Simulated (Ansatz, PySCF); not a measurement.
System: N2, charge 0, singlet. N2 (SMILES N#N).
B3LYP-D3(BJ)/def2-TZVP minimum from Ansatz (a program for electronic structure):
```xyz
2

N      0.0000     0.0000    -0.5454
N      0.0000     0.0000     0.5454
```

Total energies in hartree (Ansatz). Radicals and triplets start from unrestricted determinants; spin-orbit coupling is neglected. Cores are frozen in correlated methods. No relativity.

```csv
species,HF/cc-pVTZ,CCSD(T)/cc-pVTZ,HF/cc-pVQZ,CCSD(T)/cc-pVQZ,CCSDT(Q)/cc-pVQZ
"1: N2 (molecular nitrogen, SMILES N#N)",-108.98466,-109.37349,-108.99234,-109.40415,-109.40563
2: N (quartet),-54.40069,-54.51471,-54.40372,-54.52482,-54.52521
```

Work out the enthalpy of formation at 298 K (by atomisation, with ideal-gas terms from PySCF's Hessian at B3LYP-D3(BJ)/def2-TZVP and the atoms' measured values of the G2/97 table; no spin-orbit terms) in kJ/mol: take Hartree-Fock from cc-pVQZ, extrapolate the CCSD(T) correlation energy as X^-3 (X = 3, 4), and add CCSDT(Q) - CCSD(T) in cc-pVQZ. The further terms named in the bracket sum to +0.36423 hartree. 1 hartree = 2625.5 kJ/mol.


Species 1: correlation (64·(-0.41181) - 27·(-0.38883))/37 = -0.42858; step -0.00148; E1 = -108.99234 + (-0.42858) + (-0.00148) = -109.42240
Species 2: correlation (64·(-0.12110) - 27·(-0.11402))/37 = -0.12627; step -0.00039; E2 = -54.40372 + (-0.12627) + (-0.00039) = -54.53038
+1·E1 -2·E2 +0.36423 = 0.00259 hartree = 6.8 kJ/mol. Measured: 0.0 kcal/mol, 0.0 kJ/mol (Active Thermochemical Tables 1.112 (ions: stationary electron), as tabulated in the package chemicals). The composite differs from it by +6.8 kJ/mol; core, relativistic and spin-orbit terms are not in it.
